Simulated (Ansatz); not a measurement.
# C₂H₃F, SMILES C[C]F: a composite energy at a relaxed geometry

Run with Ansatz 0.2.0 through its Python package.

Script `composite.py`:
```python
import itertools

import ansatz as az
from ase.data import atomic_numbers, covalent_radii
import numpy as np

mol = (
    az.Crystal.molecule()
    .atom("C", [-0.4512, 0.0134, -0.0225])
    .atom("C", [0.8708, -0.7147, -0.1684])
    .atom("F", [1.9145, 0.1331, 0.1539])
    .atom("H", [-0.5782, 0.3562, 1.0256])
    .atom("H", [-1.28, -0.6763, -0.2835])
    .atom("H", [-0.476, 0.8883, -0.7052])
)

model = (
    mol.calculation()
    .basis(gaussian="def2-SVP")
    .functional("r2SCAN")
    .spin("collinear", total=2)
)
symbols = [site.symbol for site in mol.cartesian_sites]
start = np.array([site.position_ang for site in mol.cartesian_sites], dtype=float)
summary = model.relax(force_tolerance=0.01).run().report
end = np.array(summary["positions_ang"])
radius = [covalent_radii[atomic_numbers[s]] for s in symbols]
span = lambda where, i, j: np.linalg.norm(where[i] - where[j])
bonded = [(i, j) for i, j in itertools.combinations(range(len(symbols)), 2) if min(span(start, i, j), span(end, i, j)) < 1.2 * (radius[i] + radius[j])]
print("pair        before    after (A)")
for i, j in bonded:
    print(f"{symbols[i]}{i}-{symbols[j]}{j}".ljust(10), f"{span(start, i, j):8.4f} {span(end, i, j):8.4f}")

minimum = az.Crystal.molecule()
for symbol, place in zip(symbols, end):
    minimum = minimum.atom(symbol, place.tolist())
at_minimum = minimum.calculation().spin("collinear", total=2)
level = lambda method, basis: at_minimum.basis(gaussian=basis).correlation(method).run().report
small, large, cluster = level("mp2", "cc-pVDZ"), level("mp2", "cc-pVTZ"), level("ccsd_t", "cc-pVDZ")
corr = lambda each: (each["free_energy_ev"] - each["reference_energy_ev"]) / 27.211386246
mp2_limit = (27 * corr(large) - 8 * corr(small)) / 19
pieces = {"HF / cc-pVTZ": large["reference_energy_ev"] / 27.211386246, "MP2 correlation, DZ-TZ limit": mp2_limit, "CCSD(T) - MP2 / cc-pVDZ": corr(cluster) - corr(small)}
for name, value in pieces.items():
    print(f"{name:32s} {value:14.6f} Ha")
print(f"{'sum':32s} {sum(pieces.values()):14.6f} Ha")
print("T1 diagnostic", round(cluster["correlation"]["coupled_cluster"]["t1_diagnostic"], 4))
```

```console
$ python composite.py
pair        before    after (A)
C0-C1        1.5163   1.4712
C0-H3        1.1100   1.1086
C0-H4        1.1094   1.0996
C0-H5        1.1100   1.1086
C1-F2        1.3827   1.3251
HF / cc-pVTZ                        -176.879232 Ha
MP2 correlation, DZ-TZ limit          -0.580701 Ha
CCSD(T) - MP2 / cc-pVDZ               -0.041444 Ha
sum                                 -177.501377 Ha
T1 diagnostic 0.0164
```

What to keep in mind:
- Total energies depend on the basis set; only differences at equal settings carry meaning.
- The sum leaves out core correlation, relativity, the Hartree-Fock basis error and zero-point energy; a DZ-TZ extrapolation is rough.
- The species is open-shell (spin multiplicity 3).
- Inner cores stay frozen, so this is valence correlation.
- The whole script took 7.8 s on 1 thread of AMD EPYC 9R45 96-Core Processor (Zen 5), with other jobs on the host, peak memory 0.3 GiB.
